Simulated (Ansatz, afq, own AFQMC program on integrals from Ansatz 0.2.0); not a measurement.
# Where AFQMC and coupled cluster stand for AlSiH, triplet

```xyz
3

Si    0.0000    0.0000    5.8296
Al    0.0000    0.0000   -2.1154
H     0.0000    0.0000   -3.7142
```

Connectivity, by distances: Si ··· AlH.

Basis 6-31G. Noble-gas cores (and the filled d shells of Ga–Kr and In–Xe) are frozen. AFQMC by an in-house program on the Cholesky factors that Ansatz 0.2.0 writes for its CCSD(T) run. The CISD trial takes its coefficients from CCSD amplitudes. Released means that phaseless walkers are propagated on without the constraint, phases kept. ± is one standard error of the sampling.

Determinant: UHF, the one that the program's search chose, which needn't be the lowest solution. The geometry is a point of a scan.

Full CI on the same integrals is exact in this basis and with this determinant's frozen core.

Cautions: lower spins were not checked; the determinant is a saddle point among determinants of its kind.

The T1 diagnostic is 0.0109, the weight of the determinant in the CISD state is 0.910 and the ⟨S²⟩ of the determinant is 2.000. The size of the correlated space is 8 electrons in 18 orbitals.

Reference: full CI, correlation energy -1.891 eV. The released energy is read at 2.40 1/Eh (meV from the phaseless value at times in 1/Eh: -1.9 ± 1.4 at 0.24, -0.9 ± 1.0 at 0.51, -2.3 ± 0.8 at 0.99, -2.9 ± 0.7 at 1.62, -3.6 ± 0.7 at 2.40).

```
         level  E − E(reference) (meV)  share of correlation (%)
            HF                  1891.0                      0.00
           MP2                   712.6                     62.32
          CCSD                    16.7                     99.12
       CCSD(T)                     6.0                     99.68
         CCSDT                     1.5                     99.92
      CCSDT(Q)                     0.5                     99.97
        CCSDTQ                     0.0                    100.00
 ph-AFQMC/CISD               5.1 ± 1.1                     99.73
released AFQMC               1.4 ± 0.7                     99.92
```

CCSDT and higher add their correlation energy to the determinant of the CCSD(T) run, since their own runs factorise the integrals more tightly (a shift of under 2 meV). A walk keeps the symmetry of its determinant, which the program's search chose and which needn't be the lowest solution, so a lower state of the same spin and another symmetry isn't excluded. Released energies are given only where the last usable release times agree within the noise; a slower fall can still hide under it.
